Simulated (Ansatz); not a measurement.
Results of PBEsol (Ansatz, a program for electronic structure, plane waves, PAW) for fcc Pb.

Run with plane-wave cutoff 520 eV, 20×20×20 k mesh, Fermi–Dirac smearing 0.05 eV, scalar-relativistic PAW data made under PBE.

The volume scan:

| V (Å³/atom) | E − E_lowest (meV/atom) | P (GPa) |
|---|---|---|
| 28.219 | 18.01 | 3.42 |
| 28.820 | 7.66 | 2.14 |
| 29.420 | 1.83 | 1.00 |
| 30.020 | 0.00 | 0.00 |
| 30.621 | 1.72 | -0.89 |
| 31.221 | 6.57 | -1.68 |
| 31.822 | 14.20 | -2.38 |

Question: Estimate the bulk modulus from the pressures at 29.420 and 30.621 Å³/atom, and compare it with a fit to all energies.

Answer: B = −V dP/dV. Between V = 29.420 and 30.621 Å³/atom, dP/dV = (-0.89 − (1.00))/(30.621 − 29.420) = -1.57 GPa per Å³/atom; at the midpoint 30.020 Å³/atom this gives B ≈ 47.2 GPa. The third-order Birch–Murnaghan fit gives V0 = 30.018 Å³/atom, B0 = 47.2 GPa, B′ = 5.1, which lies within 1 % of that estimate.

Measured, for comparison: bulk modulus 47 GPa (corrected for temperature and zero-point phonon effects; as tabulated in Levämäki et al. (2014), arXiv:1402.3671); equilibrium volume per atom 29.45 Å³/atom (low-temperature or extrapolated to 0 K; zero-point anharmonic expansion removed; as tabulated in Csonka et al. (2009), arXiv:0903.4037). Computed (rounded) less measured: bulk modulus +0.4 %, equilibrium volume per atom +1.9 %.

Spin–orbit coupling is not included; it can shift volumes and moduli of such heavy elements.

The computed numbers hold no vibrational or temperature effects.
